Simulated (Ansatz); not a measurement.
Reaction (SMILES): O=[CH] (CH-O) → CHO+ (singlet, bonded as [CH]=O) + e-
B3LYP-D3(BJ)/def2-TZVP geometries, fixed; electronic energies without zero-point terms.
Largest species:
```
C
O 1 1.1718
H 1 1.1249 2 124.43
```
Charge 0, spin multiplicity 2.

Basis-set convergence of the adiabatic ionisation energy at PBE0 with Ansatz (a quantum-chemistry and plane-wave program). Cartesian d functions, on some or all atoms, in 6-31G*; all else is spherical. The program fits the integrals of some runs and decomposes those of others, by size. Open shells are unrestricted. No added dispersion term, no relativity. Functions are those of the species that has most. Reference: the value in pcseg-4, 8.312 eV, itself unsure by roughly 0.002 eV (its mean distance from aug-pcseg-3, aug-cc-pVQZ, cc-pV5Z). Deviations are taken from unrounded values.

```
basis            functions  adiabatic ionisation energy (eV)  minus reference (eV)
---------------  ---------  --------------------------------  --------------------
6-31G*                  32                             8.250                -0.063
pcseg-1                 33                             8.359                 0.047
6-311+G**               50                             8.341                 0.029
6-311++G(2d,2p)         64                             8.345                 0.033
cc-pVTZ                 74                             8.278                -0.034
jun-cc-pV(T+d)Z         92                             8.324                 0.012
def2-TZVPPD             94                             8.314                 0.002
aug-pcseg-2            115                             8.316                 0.004
cc-pV5Z                237                             8.309                -0.003
```
